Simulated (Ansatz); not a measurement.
Input for Ansatz (development build ahead of 0.2.0):

```yaml
crystal:
  periodic: [false, false, false]
  atoms:
    - { symbol: Li, position_ang: [0.0, 0.0, 0.845] }
    - { symbol: O, position_ang: [0.0, 0.0, -0.845] }
basis:
  gaussian: { orbitals: cc-pVDZ }
magnetization:
  spin_polarized: true
  initial_magnetization: 1
hamiltonian:
  xc: hf
correlation:
  method: ccsd_t
  frozen_orbitals: { Li: 0, O: 1 }
```

The input is written out in the form of the current development build from the run's settings.

Output:

* Converged: yes
* Reference energy: -82.28305 hartree
* CCSD correlation energy: -0.16561 hartree
* Triples correction: -0.00259 hartree
* Total energy: -82.45126 hartree
* Spin squared of the determinant: 0.757
